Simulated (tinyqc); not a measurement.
UHF in the sto-6g basis, for CH, spin multiplicity 4, step by step (part 1 of 2). Computed by tinyqc, a small Python program that keeps every step (integrals from PySCF). Settings: charge = 0, multiplicity = 4, basis = sto-6g, energy threshold = 1e-09, iteration cap = 65, orthogonalisation = canonical, start = atomic densities, DIIS depth = 4, method = UHF. Command: `OMP_NUM_THREADS=1 python tinyqc.py 31577 31578 out.jsonl` (the two numbers bound the seeds that draw the settings). One thread of a shared host (Intel(R) Xeon(R) Processor @ 2.60GHz), about 0.1 s of CPU time with the checks. Later iterations appear only in the table of the cycle.

## One-electron integrals

Geometry (angstrom):
```
atom         x         y         z
C     0.000000  0.000000  0.000000
H     0.000000  0.000000  1.076000
```

Basis sto-6g: exponents (1/bohr^2) and contraction coefficients of normalised primitives:
```
element  l (shell)    exponent  coefficient
C            s (1)  742.737049     0.009164
C            s (1)  136.180025     0.049361
C            s (1)   38.098264     0.168538
C            s (1)   13.087782     0.370563
C            s (1)    5.082369     0.416492
C            s (1)    2.093200     0.130334
C            s (2)   30.497239    -0.013253
C            s (2)    6.036200    -0.046992
C            s (2)    1.876046    -0.033785
C            s (2)    0.721783     0.250242
C            s (2)    0.313471     0.595117
C            s (2)    0.143687     0.240706
C            p (3)   30.497239     0.003760
C            p (3)    6.036200     0.037679
C            p (3)    1.876046     0.173897
C            p (3)    0.721783     0.418036
C            p (3)    0.313471     0.425860
C            p (3)    0.143687     0.101708
H            s (1)   35.523221     0.009164
H            s (1)    6.513144     0.049361
H            s (1)    1.822143     0.168538
H            s (1)    0.625955     0.370563
H            s (1)    0.243077     0.416492
H            s (1)    0.100112     0.130334
```

Overlap, kinetic and nuclear-attraction integrals over the contracted functions; the nuclear repulsion is the sum of Za Zb / Rab.

nuclear repulsion = 2.95080229 hartree

overlap S, lower triangle:
```
           1C 1s     1C 2s    1C 2px    1C 2py    1C 2pz     2H 1s
1C 1s   1.000000
1C 2s   0.243228  1.000000
1C 2px  0.000000  0.000000  1.000000
1C 2py  0.000000  0.000000  0.000000  1.000000
1C 2pz  0.000000  0.000000  0.000000  0.000000  1.000000
2H 1s   0.066609  0.499438  0.000000  0.000000  0.471984  1.000000
```

kinetic energy T (hartree), lower triangle:
```
            1C 1s     1C 2s    1C 2px    1C 2py    1C 2pz     2H 1s
1C 1s   16.068641
1C 2s   -0.492789  0.492405
1C 2px   0.000000  0.000000  1.479234
1C 2py   0.000000  0.000000  0.000000  1.479234
1C 2pz   0.000000  0.000000  0.000000  0.000000  1.479234
2H 1s   -0.007096  0.111410  0.000000  0.000000  0.269486  0.768522
```

nuclear attraction V (hartree), lower triangle:
```
             1C 1s      1C 2s     1C 2px     1C 2py     1C 2pz      2H 1s
1C 1s   -34.499762
1C 2s    -3.738043  -5.637234
1C 2px    0.000000   0.000000  -5.593588
1C 2py    0.000000   0.000000   0.000000  -5.593588
1C 2pz   -0.018343  -0.176245   0.000000   0.000000  -5.723862
2H 1s    -1.162870  -2.450111   0.000000   0.000000  -2.197580  -4.123290
```

core Hamiltonian H = T + V (hartree), lower triangle:
```
             1C 1s      1C 2s     1C 2px     1C 2py     1C 2pz      2H 1s
1C 1s   -18.431121
1C 2s    -4.230832  -5.144829
1C 2px    0.000000   0.000000  -4.114354
1C 2py    0.000000   0.000000   0.000000  -4.114354
1C 2pz   -0.018343  -0.176245   0.000000   0.000000  -4.244628
2H 1s    -1.169966  -2.338701   0.000000   0.000000  -1.928094  -3.354767
```

## Two-electron integrals

Functions are numbered as in S; the eight-fold symmetry (ij|kl) = (ji|kl) = (kl|ij) leaves the list below.

Two-electron integrals (ij|kl) in chemists' order, unique and non-zero (hartree):
```
(11|11) 3.543743   (21|11) 0.529462   (21|21) 0.100317   (22|11) 0.853596
(22|21) 0.199930   (22|22) 0.624844   (31|31) 0.021271   (32|31) 0.031868
(32|32) 0.138108   (33|11) 0.853598   (33|21) 0.199930   (33|22) 0.624843
(33|33) 0.673218   (41|41) 0.021271   (42|41) 0.031868   (42|42) 0.138108
(43|43) 0.036281   (44|11) 0.853598   (44|21) 0.199930   (44|22) 0.624843
(44|33) 0.600655   (44|44) 0.673218   (51|51) 0.021271   (52|51) 0.031868
(52|52) 0.138108   (53|53) 0.036281   (54|54) 0.036281   (55|11) 0.853598
(55|21) 0.199930   (55|22) 0.624843   (55|33) 0.600655   (55|44) 0.600655
(55|55) 0.673218   (61|11) 0.153328   (61|21) 0.027937   (61|22) 0.054675
(61|33) 0.054467   (61|44) 0.054467   (61|51) 0.001826   (61|52) 0.003513
(61|55) 0.055091   (61|61) 0.008001   (62|11) 0.339675   (62|21) 0.080590
(62|22) 0.274086   (62|33) 0.267857   (62|44) 0.267857   (62|51) 0.008161
(62|52) 0.052657   (62|55) 0.286544   (62|61) 0.023099   (62|62) 0.153878
(63|31) 0.008993   (63|32) 0.044947   (63|53) 0.010489   (63|63) 0.019677
(64|41) 0.008993   (64|42) 0.044947   (64|54) 0.010489   (64|64) 0.019677
(65|11) 0.280883   (65|21) 0.067627   (65|22) 0.243623   (65|33) 0.231360
(65|44) 0.231360   (65|51) 0.014965   (65|52) 0.088454   (65|55) 0.268148
(65|61) 0.020403   (65|62) 0.162682   (65|65) 0.188543   (66|11) 0.479821
(66|21) 0.116070   (66|22) 0.445110   (66|33) 0.421502   (66|44) 0.421502
(66|51) 0.015566   (66|52) 0.130993   (66|55) 0.492326   (66|61) 0.033947
(66|62) 0.309079   (66|65) 0.362172   (66|66) 0.774999
```

## Orthogonalisation

S = U s U^T; canonical form X = U s^(-1/2), so that X^T S X = 1. Each column of U has its largest component positive (the first on a tie).

eigenvalues of S: 0.303274  0.821428  1.000000  1.000000  1.145058  1.730240

X:
```
                1          2         3          4          5         6
1C 1s    0.220900   0.792528  0.000000   0.000000   0.598763  0.184251
1C 2s   -0.976277  -0.527840  0.000000   0.000000   0.404756  0.412556
1C 2px   0.000000   0.000000  0.996864  -0.079131   0.000000  0.000000
1C 2py   0.000000   0.000000  0.079131   0.996864   0.000000  0.000000
1C 2pz  -0.849734   0.521319  0.000000   0.000000  -0.566290  0.331881
2H 1s    1.254348  -0.197237  0.000000   0.000000  -0.174041  0.513477
```

Within a degenerate level the vectors are fixed only up to a rotation; this is one choice.

## Starting guess

The start is atomic minimal-basis densities projected into this basis (PySCF's MINAO start) and scaled to the electron count of each spin; this density is not idempotent, so its energy is not variational and may lie below the converged one.

D(alpha) at the start, lower triangle:
```
            1C 1s      1C 2s    1C 2px    1C 2py    1C 2pz     2H 1s
1C 1s    1.527892
1C 2s   -0.362026   1.494685
1C 2px   0.000000   0.000000  0.470334
1C 2py   0.000000   0.000000  0.000000  0.470334
1C 2pz   0.008674  -0.034699  0.000000  0.000000  0.434813
2H 1s   -0.017045   0.068701  0.000000  0.000000  0.034835  0.678816
```

D(beta) at the start, lower triangle:
```
            1C 1s      1C 2s    1C 2px    1C 2py    1C 2pz     2H 1s
1C 1s    0.611157
1C 2s   -0.144811   0.597874
1C 2px   0.000000   0.000000  0.188134
1C 2py   0.000000   0.000000  0.000000  0.188134
1C 2pz   0.003470  -0.013880  0.000000  0.000000  0.173925
2H 1s   -0.006818   0.027481  0.000000  0.000000  0.013934  0.271526
```

## Iteration 1: building the Fock matrix

J_ij = sum D_kl (ij|kl) with D = D(alpha) + D(beta), K_ij = sum D_kl (ik|jl) for each spin; F = H + J - K(s); E = tr D H + tr D J / 2 - 0.5 sum_s tr D(s) K(s) + E_nn.

Coulomb J (hartree), lower triangle:
```
            1C 1s     1C 2s    1C 2px    1C 2py    1C 2pz     2H 1s
1C 1s   11.014903
1C 2s    1.965294  4.630870
1C 2px   0.000000  0.000000  4.607254
1C 2py   0.000000  0.000000  0.000000  4.607254
1C 2pz   0.015156  0.130433  0.000000  0.000000  4.678105
2H 1s    0.557349  2.078790  0.000000  0.000000  1.894650  3.512239
```

exchange K(alpha) (hartree), lower triangle:
```
           1C 1s     1C 2s    1C 2px    1C 2py    1C 2pz     2H 1s
1C 1s   5.214469
1C 2s   0.825399  1.275459
1C 2px  0.000000  0.000000  0.585287
1C 2py  0.000000  0.000000  0.000000  0.585287
1C 2pz  0.015904  0.118094  0.000000  0.000000  0.701017
2H 1s   0.261971  0.733281  0.000000  0.000000  0.480453  0.907678
```

exchange K(beta) (hartree), lower triangle:
```
           1C 1s     1C 2s    1C 2px    1C 2py    1C 2pz     2H 1s
1C 1s   2.085788
1C 2s   0.330159  0.510184
1C 2px  0.000000  0.000000  0.234115
1C 2py  0.000000  0.000000  0.000000  0.234115
1C 2pz  0.006362  0.047238  0.000000  0.000000  0.280407
2H 1s   0.104789  0.293312  0.000000  0.000000  0.192181  0.363071
```

F(alpha) (hartree), lower triangle:
```
             1C 1s      1C 2s     1C 2px     1C 2py     1C 2pz      2H 1s
1C 1s   -12.630687
1C 2s    -3.090936  -1.789418
1C 2px    0.000000   0.000000  -0.092387
1C 2py    0.000000   0.000000   0.000000  -0.092387
1C 2pz   -0.019091  -0.163906   0.000000   0.000000  -0.267540
2H 1s    -0.874588  -0.993192   0.000000   0.000000  -0.513897  -0.750206
```

F(beta) (hartree), lower triangle:
```
            1C 1s      1C 2s    1C 2px    1C 2py     1C 2pz      2H 1s
1C 1s   -9.502006
1C 2s   -2.595697  -1.024142
1C 2px   0.000000   0.000000  0.258785
1C 2py   0.000000   0.000000  0.000000  0.258785
1C 2pz  -0.009548  -0.093049  0.000000  0.000000   0.153070
2H 1s   -0.717405  -0.553224  0.000000  0.000000  -0.225625  -0.205600
```

total energy of this density = -38.97963042 hartree

This density is the starting one; it is not idempotent, so its energy is not variational and may lie below the converged one.

## Iteration 1: diagonalisation and new density

Diagonalise F' = X^T F X, C = X C', fill 5 alpha and 2 beta electrons from the bottom; D(s) = C_occ C_occ^T. Each column has its largest component positive (the first on a tie).

F' = X^T F X (alpha) (hartree), lower triangle:
```
           1          2          3          4          5          6
1   0.416324
2  -0.843899  -5.701020
3   0.000000   0.000000  -0.092387
4   0.000000   0.000000   0.000000  -0.092387
5  -0.427366  -5.452579   0.000000   0.000000  -6.119183
6  -0.121761  -2.226474   0.000000   0.000000  -2.751342  -2.239177
```

orbital energies (alpha) (hartree): MO1 -12.630785, MO2 -1.202092, MO3 -0.388897, MO4 -0.092387, MO5 -0.092387, MO6 0.578718

coefficients C (alpha):
```
             MO1        MO2        MO3        MO4       MO5        MO6
1C 1s   0.999692  -0.220128   0.112306   0.000000  0.000000   0.094396
1C 2s   0.000631   0.811722  -0.610971   0.000000  0.000000  -0.730467
1C 2px  0.000000   0.000000   0.000000  -0.148076  0.988976   0.000000
1C 2py  0.000000   0.000000   0.000000   0.988976  0.148076   0.000000
1C 2pz  0.000556   0.120454   0.616847   0.000000  0.000000  -1.014713
2H 1s   0.002261   0.304339   0.523262   0.000000  0.000000   1.240890
```

F' = X^T F X (beta) (hartree), lower triangle:
```
           1          2         3         4          5          6
1   0.754369
2  -0.493752  -3.849445
3   0.000000   0.000000  0.258785
4   0.000000   0.000000  0.000000  0.258785
5  -0.220900  -4.228618  0.000000  0.000000  -4.557578
6  -0.107532  -1.837129  0.000000  0.000000  -2.250312  -1.402537
```

orbital energies (beta) (hartree): MO1 -9.512106, MO2 -0.434617, MO3 0.053283, MO4 0.258785, MO5 0.258785, MO6 0.838249

coefficients C (beta):
```
              MO1        MO2        MO3       MO4        MO5        MO6
1C 1s    0.990819  -0.231234  -0.143479  0.000000   0.000000   0.116556
1C 2s    0.038659   0.733115   0.662029  0.000000   0.000000  -0.767155
1C 2px   0.000000   0.000000   0.000000  0.997766  -0.066803   0.000000
1C 2py   0.000000   0.000000   0.000000  0.066803   0.997766   0.000000
1C 2pz   0.006401   0.125996  -0.616885  0.000000   0.000000  -1.013996
2H 1s   -0.011446   0.392245  -0.485652  0.000000   0.000000   1.231420
```

D(alpha) after iteration 1, lower triangle:
```
            1C 1s      1C 2s    1C 2px    1C 2py    1C 2pz     2H 1s
1C 1s    1.060452
1C 2s   -0.246667   1.032180
1C 2px   0.000000   0.000000  1.000000
1C 2py   0.000000   0.000000  0.000000  1.000000
1C 2pz   0.043315  -0.279100  0.000000  0.000000  0.395009
2H 1s   -0.005967  -0.072658  0.000000  0.000000  0.359433  0.366431
```

D(beta) after iteration 1, lower triangle:
```
            1C 1s     1C 2s    1C 2px    1C 2py    1C 2pz     2H 1s
1C 1s    1.035192
1C 2s   -0.131217  0.538952
1C 2px   0.000000  0.000000  0.000000
1C 2py   0.000000  0.000000  0.000000  0.000000
1C 2pz  -0.022793  0.092617  0.000000  0.000000  0.015916
2H 1s   -0.102042  0.287118  0.000000  0.000000  0.049348  0.153987
```

Within a degenerate level the vectors are fixed only up to a rotation; this is one choice.

## Iteration 2: building the Fock matrix

As before.

Coulomb J (hartree), lower triangle:
```
            1C 1s     1C 2s    1C 2px    1C 2py    1C 2pz     2H 1s
1C 1s   11.017264
1C 2s    1.974107  4.662464
1C 2px   0.000000  0.000000  4.651775
1C 2py   0.000000  0.000000  0.000000  4.651775
1C 2pz   0.012429  0.112113  0.000000  0.000000  4.683845
2H 1s    0.558973  2.070578  0.000000  0.000000  1.868812  3.438894
```

exchange K(alpha) (hartree), lower triangle:
```
            1C 1s      1C 2s    1C 2px    1C 2py    1C 2pz     2H 1s
1C 1s    3.649613
1C 2s    0.609496   1.036917
1C 2px   0.000000   0.000000  0.881329
1C 2py   0.000000   0.000000  0.000000  0.881329
1C 2pz  -0.000999  -0.030481  0.000000  0.000000  0.736695
2H 1s    0.182437   0.498850  0.000000  0.000000  0.434563  0.679723
```

exchange K(beta) (hartree), lower triangle:
```
            1C 1s     1C 2s    1C 2px    1C 2py    1C 2pz     2H 1s
1C 1s    3.570072
1C 2s    0.536643  0.560173
1C 2px   0.000000  0.000000  0.116707
1C 2py   0.000000  0.000000  0.000000  0.116707
1C 2pz  -0.000296  0.186269  0.000000  0.000000  0.202043
2H 1s    0.151917  0.405983  0.000000  0.000000  0.236159  0.443000
```

F(alpha) (hartree), lower triangle:
```
             1C 1s      1C 2s     1C 2px     1C 2py     1C 2pz      2H 1s
1C 1s   -11.063471
1C 2s    -2.866221  -1.519281
1C 2px    0.000000   0.000000  -0.343908
1C 2py    0.000000   0.000000   0.000000  -0.343908
1C 2pz   -0.004915  -0.033651   0.000000   0.000000  -0.297478
2H 1s    -0.793431  -0.766972   0.000000   0.000000  -0.493846  -0.595596
```

F(beta) (hartree), lower triangle:
```
             1C 1s      1C 2s    1C 2px    1C 2py     1C 2pz      2H 1s
1C 1s   -10.983929
1C 2s    -2.793368  -1.042537
1C 2px    0.000000   0.000000  0.420714
1C 2py    0.000000   0.000000  0.000000  0.420714
1C 2pz   -0.005618  -0.250401  0.000000  0.000000   0.237174
2H 1s    -0.762910  -0.674105  0.000000  0.000000  -0.295441  -0.358873
```

total energy of this density = -38.13643315 hartree

## Iteration 2: DIIS over 2 matrices

error matrix X^T (FDS - SDF) X (alpha):
```
           1         2         3         4          5          6
1   0.000000  0.069046  0.000000  0.000000   0.035350  -0.006555
2  -0.069046  0.000000  0.000000  0.000000  -0.019399  -0.000289
3   0.000000  0.000000  0.000000  0.000000   0.000000   0.000000
4   0.000000  0.000000  0.000000  0.000000   0.000000   0.000000
5  -0.035350  0.019399  0.000000  0.000000   0.000000  -0.001990
6   0.006555  0.000289  0.000000  0.000000   0.001990   0.000000
```

B (overlaps of the stored error matrices):
```
                1               2
1   8.2464801e-01  -1.5788594e-02
2  -1.5788594e-02   6.9987591e-02
```

Minimise |sum c_i e_i|^2 with sum c_i = 1: solve [B -1; -1 0][c; lambda] = [0; -1] with B_ij = tr e_i^T e_j summed over both spins, and take F = sum c_i F_i.

DIIS coefficients: 0.092610  0.907390

extrapolated F(alpha) (hartree), lower triangle:
```
             1C 1s      1C 2s     1C 2px     1C 2py     1C 2pz      2H 1s
1C 1s   -11.208610
1C 2s    -2.887031  -1.544298
1C 2px    0.000000   0.000000  -0.320615
1C 2py    0.000000   0.000000   0.000000  -0.320615
1C 2pz   -0.006228  -0.045714   0.000000   0.000000  -0.294705
2H 1s    -0.800947  -0.787923   0.000000   0.000000  -0.495703  -0.609914
```

extrapolated F(beta) (hartree), lower triangle:
```
             1C 1s      1C 2s    1C 2px    1C 2py     1C 2pz      2H 1s
1C 1s   -10.846689
1C 2s    -2.775062  -1.040834
1C 2px    0.000000   0.000000  0.405718
1C 2py    0.000000   0.000000  0.000000  0.405718
1C 2pz   -0.005982  -0.235829  0.000000  0.000000   0.229385
2H 1s    -0.758696  -0.662911  0.000000  0.000000  -0.288976  -0.344678
```

## Iteration 2: diagonalisation and new density

As before.

F' = X^T F X (alpha) (hartree), lower triangle:
```
           1          2          3          4          5          6
1   0.523064
2  -0.698599  -4.950481
3   0.000000   0.000000  -0.320615
4   0.000000   0.000000   0.000000  -0.320615
5  -0.282917  -4.773813   0.000000   0.000000  -5.578402
6  -0.135151  -2.076298   0.000000   0.000000  -2.464040  -1.943142
```

orbital energies (alpha) (hartree): MO1 -11.211401, MO2 -0.916026, MO3 -0.476890, MO4 -0.320615, MO5 -0.320615, MO6 0.655356

coefficients C (alpha):
```
              MO1        MO2        MO3        MO4       MO5        MO6
1C 1s    0.995598  -0.231158   0.116341   0.000000  0.000000   0.105723
1C 2s    0.018833   0.802304  -0.595969   0.000000  0.000000  -0.752686
1C 2px   0.000000   0.000000   0.000000  -0.149017  0.988835   0.000000
1C 2py   0.000000   0.000000   0.000000   0.988835  0.149017   0.000000
1C 2pz   0.002705   0.089942   0.625000   0.000000  0.000000  -1.012882
2H 1s   -0.004685   0.325887   0.518757   0.000000  0.000000   1.237298
```

F' = X^T F X (beta) (hartree), lower triangle:
```
           1          2         3         4          5          6
1   0.729060
2  -0.610623  -4.448673
3   0.000000   0.000000  0.405718
4   0.000000   0.000000  0.000000  0.405718
5  -0.336474  -4.956674  0.000000  0.000000  -5.034476
6  -0.169436  -2.037637  0.000000  0.000000  -2.450744  -1.621098
```

orbital energies (beta) (hartree): MO1 -10.848787, MO2 -0.572870, MO3 0.201317, MO4 0.405718, MO5 0.405718, MO6 0.845152

coefficients C (beta):
```
              MO1        MO2        MO3        MO4       MO5        MO6
1C 1s    0.996223  -0.196690  -0.169309   0.000000  0.000000   0.097729
1C 2s    0.016685   0.641869   0.808751   0.000000  0.000000  -0.706688
1C 2px   0.000000   0.000000   0.000000  -0.115272  0.993334   0.000000
1C 2py   0.000000   0.000000   0.000000   0.993334  0.115272   0.000000
1C 2pz   0.003372   0.197757  -0.511839   0.000000  0.000000  -1.059978
2H 1s   -0.005684   0.454919  -0.531468   0.000000  0.000000   1.190293
```

D(alpha) after iteration 2, lower triangle:
```
            1C 1s      1C 2s    1C 2px    1C 2py    1C 2pz     2H 1s
1C 1s    1.058186
1C 2s   -0.236044   0.999225
1C 2px   0.000000   0.000000  1.000000
1C 2py   0.000000   0.000000  0.000000  1.000000
1C 2pz   0.054615  -0.300268  0.000000  0.000000  0.398722
2H 1s   -0.019643  -0.047791  0.000000  0.000000  0.353522  0.375333
```

D(beta) after iteration 2, lower triangle:
```
            1C 1s     1C 2s    1C 2px    1C 2py    1C 2pz     2H 1s
1C 1s    1.031146
1C 2s   -0.109628  0.412275
1C 2px   0.000000  0.000000  0.000000
1C 2py   0.000000  0.000000  0.000000  0.000000
1C 2pz  -0.035537  0.126990  0.000000  0.000000  0.039119
2H 1s   -0.095141  0.291904  0.000000  0.000000  0.089944  0.206983
```

Within a degenerate level the vectors are fixed only up to a rotation; this is one choice.
